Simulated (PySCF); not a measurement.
Neon: a sound run and one with changed settings

Sound run: Ne [Ne], Ne⁺ [He] 2s2 2p5. Computed with PySCF 2.14 in cc-pVDZ, with the non-relativistic Hamiltonian (point nucleus). The sound run starts from symmetry-adapted Hartree-Fock orbitals and uses a fine grid where one is needed.

Changed run: 6 angular points. This setting is unsound on purpose.

```json
{"species": "Ne", "method": "UHF", "sound run (hartree)": "-128.48878", "changed run (hartree)": "-128.48878", "converged": "yes"}
{"species": "Ne", "method": "MN15", "sound run (hartree)": "-128.82549", "changed run (hartree)": "-128.82549", "converged": "yes"}
{"species": "Ne", "method": "PBE0", "sound run (hartree)": "-128.80510", "changed run (hartree)": "-128.80510", "converged": "yes"}
{"species": "Ne⁺", "method": "UHF", "sound run (hartree)": "-127.76598", "changed run (hartree)": "-127.76598", "converged": "yes"}
{"species": "Ne⁺", "method": "MN15", "sound run (hartree)": "-128.04287", "changed run (hartree)": "-128.00019", "converged": "yes"}
{"species": "Ne⁺", "method": "PBE0", "sound run (hartree)": "-128.02752", "changed run (hartree)": "-128.06389", "converged": "yes"}
```

Ionisation energy of Ne:

```tsv
method	sound run (eV)	changed run (eV)
UHF	19.668	19.668
MN15	21.296	22.458
PBE0	21.159	20.169
```

A coarse angular grid integrates products of high-l functions wrongly, so density functionals can shift, and the SCF can exploit the error; Hartree-Fock and MP2 need no grid.

For comparison, NIST gives 21.565 eV between the lowest levels.
